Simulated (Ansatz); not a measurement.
Basis or method: vertical ionisation to the doublet of GeH2

GeH2, singlet; coordinates (Å): Ge 0.000 -0.030 0.000; H 0.000 1.091 -1.133; H 0.000 1.091 1.133. Quantity: vertical ionisation to the doublet.

Ansatz 0.2.0, basis cc-pVDZ or cc-pVTZ; geometries are PBE0/def2-TZVP minima. Wave-function levels freeze the cores with the filled d shells of p-block atoms; HF, MP2 and coupled cluster are restricted for singlets and unrestricted otherwise, restricted open-shell where a d shell is frozen, Kohn–Sham unrestricted where that lies lower. MRCISD+Q stands on CASSCF in the full valence space. The reference is full CI, exact within the basis. Semilocal and hybrid functionals correlate all electrons outside any core potential and usually lie nearer their basis limit than the reference, so part of their error here is the reference's basis and frozen-core error; RPA and the MP2 part of double hybrids freeze the same cores as the reference. None of these values is a measured one. Energies are electronic, without zero-point terms. No spin–orbit coupling and no scalar relativity. The species are chosen: bound, without strong static correlation by their natural occupations or amplitudes, in their lowest spin state as far as vertical gaps and like structures tell, with only the lowest ion state computed, and with a ladder that closes on the reference, so errors are smaller than for species at large; levels whose determinant breaks symmetry or spin markedly are left out.

```tsv
level	cc-pVDZ (eV)	cc-pVTZ (eV)
reference	9.246 (full CI)	9.399 (full CI)
CCSD	9.236	9.368
CCSD(T)	9.245	9.395
CCSDT(Q)	9.245	9.398
MRCISD+Q	9.240	9.387
PBE	9.383	9.400
r2SCAN	9.399	9.402
PBE0	9.392	9.395
```

From cc-pVDZ to cc-pVTZ the reference moves by 0.153 eV and PBE by 0.017; the step from CCSD(T) to the reference is 0.001 in the first and 0.004 in the last.
